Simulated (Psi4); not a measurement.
**BHLYP/def2-TZVPP run of CF2 (SMILES F[C]F)**

What is the vertical singlet–triplet gap of CF2 at BHLYP/def2-TZVPP? 

Program for the calculation: Psi4 1.11.

## 1. The molecule

CF2: 3 atoms, total charge 0, spin state singlet. As SMILES, `F[C]F`. The shape is that of a PBE0-D4/def2-TZVP optimisation.

Bond lengths: F1–C2 1.296 Å, C2–F3 1.296 Å. Angles: F1–C2–F3 104.7°.

## 2. Energy and forces at BHLYP/def2-TZVPP

The input, job.json:

```json
{
  "schema_name": "qcschema_input",
  "schema_version": 1,
  "molecule": {
    "schema_name": "qcschema_molecule",
    "schema_version": 2,
    "symbols": ["F", "C", "F"],
    "geometry": [0.59773927, 1.83569885, 0.53214688, 0.72251789, -0.60191557, 0.33098553, -1.32023826, -1.23378329, -0.86313241],
    "molecular_charge": 0,
    "molecular_multiplicity": 1,
    "fix_symmetry": "c1",
    "fix_com": true,
    "fix_orientation": true
  },
  "driver": "gradient",
  "model": {
    "method": "bhhlyp",
    "basis": "def2-TZVPP"
  },
  "keywords": {
    "puream": true,
    "e_convergence": 1e-09,
    "d_convergence": 1e-08,
    "scf_type": "pk",
    "dft_radial_points": 99,
    "dft_spherical_points": 590,
    "scf_properties": ["MAYER_INDICES", "DIPOLE", "LOWDIN_CHARGES"]
  }
}
```

Command:

```bash
$ psi4 --qcschema job.json -n 1 --memory 2200MB
```

stdout:

```text
[...]
  Running in c1 symmetry.
[...]
  Nuclear repulsion =   64.979424925035033
[...]
  Multiplicity = 1
[...]
  Nalpha       = 12
  Nbeta        = 12
[...]
    Number of basis functions: 93
[...]
   @RKS iter   1:  -237.67963579635654   -4.09687e-01   3.50992e-03 DIIS/ADIIS
[...]
   @RKS iter  11:  -237.70952603221488   -2.55795e-13   1.64180e-09 DIIS
[...]
    Orbital Energies [Eh]
    ---------------------
    Doubly Occupied:
       1A    -25.390053     2A    -25.390038     3A    -10.802572
       4A     -1.512383     5A     -1.432339     6A     -0.821346
       7A     -0.706103     8A     -0.662121     9A     -0.658222
      10A     -0.578990    11A     -0.558203    12A     -0.384039
[...]
  @RKS Final Energy:  -237.70952603221488
   => Energetics <=
    Nuclear Repulsion Energy =             64.9794249250350333
    One-Electron Energy =                -457.8191130614980011
    Two-Electron Energy =                 168.6998795588100108
    DFT Exchange-Correlation Energy =     -13.5697174545618839
    Empirical Dispersion Energy =           0.0000000000000000
    VV10 Nonlocal Energy =                  0.0000000000000000
    Total Energy =                       -237.7095260322148818
[...]
 Multipole Moments:
 ------------------------------------------------------------------------------------
     Multipole            Electronic (a.u.)      Nuclear  (a.u.)        Total (a.u.)
 ------------------------------------------------------------------------------------
 L = 1.  Multiply by 2.5417464519 to convert [e a0] to [Debye]
 Dipole X            :          2.0190726           -2.1673836           -0.1483110
 Dipole Y            :         -1.6821823            1.8057466            0.1235643
 Dipole Z            :          0.9250156           -0.9929566           -0.0679410
 Magnitude           :                                                    0.2046467
[...]
  -Total Gradient:
     Atom            X                  Y                   Z
    ------   -----------------  -----------------  -----------------
       1        0.000163379955     0.012845633920     0.001511848789
       2        0.010330664908    -0.008604691152     0.004732703755
       3       -0.010507433687    -0.004229789144    -0.006250686068
[...]
```

The result, in JSON:

```text
{
 "driver": "gradient",
 "model": {
  "method": "bhhlyp",
  "basis": "def2-TZVPP"
 },
 "success": true,
 "return_result": [0.00016337995485429628, 0.012845633919727484, 0.0015118487887134657, 0.010330664908043546, -0.008604691152420046, 0.004732703755078602, -0.010507433686601092, -0.004229789143631861, -0.006250686068151046],
 "properties": {
  "calcinfo_nbasis": 93,
  "calcinfo_nmo": 93,
  "calcinfo_nalpha": 12,
  "calcinfo_nbeta": 12,
  "calcinfo_natom": 3,
  "nuclear_repulsion_energy": 64.97942492503503,
  "return_energy": -237.70952603221488,
  "return_gradient": [0.00016337995485429628, 0.012845633919727484, 0.0015118487887134657, 0.010330664908043546, -0.008604691152420046, 0.004732703755078602, -0.010507433686601092, -0.004229789143631861, -0.006250686068151046],
  "scf_one_electron_energy": -457.819113061498,
  "scf_two_electron_energy": 168.69987955881,
  "scf_xc_energy": -13.569717454561884,
  "scf_dipole_moment": [-0.14831097665414772, 0.12356429561198068, -0.06794095658390586],
  "scf_total_energy": -237.70952603221488,
  "scf_total_gradient": [0.00016337995485429628, 0.012845633919727484, 0.0015118487887134657, 0.010330664908043546, -0.008604691152420046, 0.004732703755078602, -0.010507433686601092, -0.004229789143631861, -0.006250686068151046],
  "scf_iterations": 11
 }
}
```

It took 24 s on 1 thread of Intel Xeon at 2.50GHz (Skylake/Cascade Lake), shared host; peak memory 0.75 GiB.

## 3. The triplet

The input, calc.py:

```python
import psi4

psi4.set_memory(2200000000)
psi4.set_num_threads(1)
psi4.set_output_file('psi4.out', False)

molecule = psi4.geometry("""
0 3
F
C 1 1.295998
F 2 1.296001 1 104.73481
symmetry c1
""")

psi4.set_options({
    'basis': 'def2-TZVPP',
    'reference': 'uks',
    'puream': True,
    'e_convergence': 1e-09,
    'd_convergence': 1e-08,
    'scf_type': 'pk',
    'dft_radial_points': 99,
    'dft_spherical_points': 590,
    'maxiter': 100,
})

energy_value, wavefunction = psi4.gradient('bhhlyp', return_wfn=True)
psi4.oeprop(wavefunction, 'QUADRUPOLE', 'LOWDIN_CHARGES', 'MULLIKEN_CHARGES')
print('gradient / Eh bohr^-1')
print(energy_value.np.round(6))
print(f'energy = {wavefunction.energy():.10f} Eh')
for k, v in sorted(psi4.core.scalar_variables().items()):
    print(f'{k:45s} {v:18.10f}')
```

Command:

```bash
$ python calc.py
```

psi4.out:

```text
[...]
  Running in c1 symmetry.
[...]
  Nuclear repulsion =   64.979426962265478
[...]
  Multiplicity = 3
[...]
  Nalpha       = 13
  Nbeta        = 11
[...]
    Number of basis functions: 93
[...]
   @UKS iter   1:  -237.58497512421260   -3.15026e-01   3.47971e-03 DIIS/ADIIS
[...]
   @UKS iter  12:  -237.61885860700875   -8.52651e-13   2.63654e-09 DIIS
[...]
   @S^2 Observed:                2.004681793E+00
[...]
    Orbital Energies [Eh]
    ---------------------
    Alpha Occupied:
       1A    -25.366621     2A    -25.366613     3A    -10.778807
       4A     -1.492176     5A     -1.415352     6A     -0.817153
       7A     -0.690904     8A     -0.666970     9A     -0.662983
      10A     -0.580138    11A     -0.538195    12A     -0.465348
      13A     -0.287996
    Alpha Virtual:
      14A      0.136697    15A      0.148863    16A      0.188002
      17A      0.223297    18A      0.356465    19A      0.374449
      20A      0.509831    21A      0.522668    22A      0.592465
      23A      0.615774    24A      0.629450    25A      0.749809
[...]
  @UKS Final Energy:  -237.61885860700875
   => Energetics <=
    Nuclear Repulsion Energy =             64.9794269622654781
    One-Electron Energy =                -458.2527465007159435
    Two-Electron Energy =                 169.2500766583888492
    DFT Exchange-Correlation Energy =     -13.5956157269471589
    Empirical Dispersion Energy =           0.0000000000000000
    VV10 Nonlocal Energy =                  0.0000000000000000
    Total Energy =                       -237.6188586070087467
[...]
  -Total Gradient:
     Atom            X                  Y                   Z
    ------   -----------------  -----------------  -----------------
       1        0.039171007855    -0.021286497022     0.000000000000
       2       -0.028535340614    -0.021998592560     0.000000000000
       3       -0.010621205929     0.043296238924     0.000000000000
[...]
 Multipole Moments:
 ------------------------------------------------------------------------------------
     Multipole            Electronic (a.u.)      Nuclear  (a.u.)        Total (a.u.)
 ------------------------------------------------------------------------------------
 L = 1.  Multiply by 2.5417464519 to convert [e a0] to [Debye]
 Dipole X            :          0.0136643           -0.2837896           -0.2701254
 Dipole Y            :          0.0105410           -0.2188041           -0.2082631
 Dipole Z            :         -0.0000000            0.0000000           -0.0000000
 Magnitude           :                                                    0.3410883
 L = 2.  Multiply by 1.3450342976 to convert [e a0^2] to [Debye ang]
 Quadrupole XX       :        -42.7332350           31.5596312          -11.1736038
 Quadrupole XY       :         28.5997168          -27.8741022            0.7256145
[...]
  Mulliken Charges: (a.u.)
   Center  Symbol    Alpha    Beta     Spin     Total
       1     F     4.64605  4.52643  0.11962 -0.17249
       2     C     3.70789  1.94713  1.76076  0.34498
       3     F     4.64605  4.52644  0.11962 -0.17249
   Total alpha = 13.00000, Total beta = 11.00000, Total charge = -0.00000
  Lowdin Charges: (a.u.)
   Center  Symbol    Alpha    Beta     Spin     Total
       1     F     4.49161  4.31206  0.17955  0.19634
       2     C     4.01678  2.37589  1.64089 -0.39267
       3     F     4.49161  4.31206  0.17955  0.19633
[...]
```

On the terminal:

```text
gradient / Eh bohr^-1
[[ 0.039171 -0.021286  0.      ]
 [-0.028535 -0.021999  0.      ]
 [-0.010621  0.043296  0.      ]]
energy = -237.6188586070 Eh
CURRENT ENERGY                                   -237.6188586070
CURRENT REFERENCE ENERGY                         -237.6188586070
DD SOLVATION ENERGY                                 0.0000000000
DFT FUNCTIONAL TOTAL ENERGY                      -237.6188586070
DFT TOTAL ENERGY                                 -237.6188586070
DFT VV10 ENERGY                                     0.0000000000
DFT XC ENERGY                                     -13.5956157269
GRID ELECTRONS ALPHA                               12.9999999925
GRID ELECTRONS BETA                                10.9999999910
GRID ELECTRONS TOTAL                               23.9999999835
NUCLEAR REPULSION ENERGY                           64.9794269623
ONE-ELECTRON ENERGY                              -458.2527465007
PCM POLARIZATION ENERGY                             0.0000000000
PE ENERGY                                           0.0000000000
SCF ITERATION ENERGY                             -237.6188586070
SCF ITERATIONS                                     12.0000000000
SCF TOTAL ENERGY                                 -237.6188586070
TWO-ELECTRON ENERGY                               169.2500766584
XC GRID RADIAL POINTS                              99.0000000000
XC GRID SPHERICAL POINTS                          590.0000000000
XC GRID TOTAL POINTS                           170407.0000000000
```

It took 35 s on 1 thread of Intel Xeon at 2.50GHz (Skylake/Cascade Lake), shared host; peak memory 0.75 GiB.

## 4. Summary of results

Level: BHLYP/def2-TZVPP.

```
                                        quantity          value
                           singlet: total energy  -237.70953 Eh
                          singlet: dipole moment         0.52 D
                            singlet: HOMO energy      -10.45 eV
                            singlet: LUMO energy       -0.94 eV
                          singlet: HOMO–LUMO gap        9.51 eV
               singlet: largest force on an atom     0.733 eV/Å
                           triplet: total energy  -237.61886 Eh
                          triplet: dipole moment         0.87 D
     triplet: HOMO energy (highest over α and β)       -7.84 eV
      triplet: LUMO energy (lowest over α and β)       -3.51 eV
                                   triplet: ⟨S²⟩          2.005
               triplet: largest force on an atom     2.292 eV/Å
vertical energy of the triplet above the singlet       2.467 eV
```

In words: At this shape the triplet lies 2.47 eV (238 kJ/mol) above the singlet. The largest force (singlet) is 0.73 eV/Å: the shape isn't a stationary point for this species at this level. Mulliken charges (triplet) run from -0.17 on F1 to +0.34 on C2.
